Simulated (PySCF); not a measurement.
**CF₄, singlet: data card**

Computed with PBE0 in PySCF with C def2-TZVP, F def2-TZVP; no relativity; density-fitted integrals.

The structure is a minimum.

Coordinates in bohr (charge 0 multiplicity 1):
```
C     0.0000    0.0000    0.0000
F     0.0000    2.0337   -1.4380
F     0.0000   -2.0337   -1.4380
F     2.0337    0.0000    1.4380
F    -2.0337    0.0000    1.4380
```

| Item | Value |
| --- | --- |
| Point group | Td |
| Bond lengths | C–F 1.318 Å (×4) |
| Bond angles | F–C–F 109.5° (×6) |
| Atomisation energy without zero-point energy | 2004 kJ/mol |
| Rotational symmetry number | 12 |
| Enthalpy at 298.15 K above 0 K | 12.70 kJ/mol |
| Dipole moment | 0.00 D |
| Principal polarisabilities | 16.3, 16.3, 16.3 bohr³ |
| Principal quadrupole moments (Buckingham, traceless) about the centre of mass | 0.00, 0.00, 0.00 D Å |
| Entropy at 298.15 K and 1 bar | 261.2 J/(mol K) |
| Rotational constants | 0.1915, 0.1915, 0.1915 cm⁻¹ |
| Zero-point energy | 45.4 kJ/mol |
| Highest occupied level | -12.61 eV |
| Lowest empty level | 2.76 eV |
| Heat capacity Cp at 298.15 K | 60.8 J/(mol K) |

Harmonic modes (masses in u: C 12.000, F 18.998):
```tsv
symmetry	ω (cm⁻¹)	IR (km/mol, summed over degenerate members)	μ (u)
e	436	0.0	19.00
t2	634	11.7	18.18
a1	925	0.0	19.00
t2	1296	1259	13.02
```

In Td the vibrations span e + 2t2 + a1. The a1, e modes carry no infrared intensity, as symmetry demands.

Charges (e):
```
    atom  Mulliken  Löwdin  polar tensor  Mayer order to C1
      C1      0.55   -0.91          2.08                  –
F2,3,4,5     -0.14    0.23         -0.52               1.18
```

Mulliken populations on C1: s 2.92, p 2.05, d 0.42, f 0.06.

Counting electrons, carbon keeps none of its valence electrons outside its bonds, so the VSEPR class is AX4 and the expected shape is tetrahedral (Td), as computed.

The final relaxation and frequency run took 15 s on 4 threads of a shared Intel Xeon 6975P-C (Granite Rapids) host, with 155 basis functions and 6 gradients; the process peaked at 1.8 GiB.
